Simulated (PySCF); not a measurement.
# C2HF2N (Difluoroacetonitrile): the cost of one run

The runs use PySCF 2.14.0, with density-fitted response routines of our own; the level of theory stands in each step. All values are computed, except where a source is named. Atoms count from 0, in the outputs and in this text.

**1. The molecule as given**

6 atoms, charge 0, multiplicity 1; geometry from: GFN2-xTB. The atoms were then displaced at random by about 0.01 Å, so the start is not that level's minimum.

Bonds of the start (Å): N0–C1 1.17, C1–C2 1.48, C2–F3 1.32, C2–F4 1.34, C2–H5 1.11.

**2. Optimising the geometry at PBE0-D3(BJ)/def2-TZVP**

Job settings and geometry (Å):

```
{"job": {"xc": "PBE0", "basis": "def2-TZVP", "d3": "d3bj", "grid": 2, "shake": 0.01, "kind": "geom"}, "charge": 0, "multiplicity": 1}
N      2.173340    -0.044370    -0.013820
C      1.008030     0.001310    -0.013410
C     -0.471750     0.051920    -0.010140
F     -0.925630    -0.586120    -1.078920
F     -0.946110    -0.557630     1.090440
H     -0.813720     1.104870    -0.018810
```

Launch:

```console
> OMP_NUM_THREADS=1 python probes_run.py task.json out
```

One launch serves the whole session: the jobs run in the order shown.

**Question.** How long does this first job take on 1 thread of Arm Neoverse N1, shared host, and how much memory does it need?

About 77 s, with a peak of 0.61 GiB.
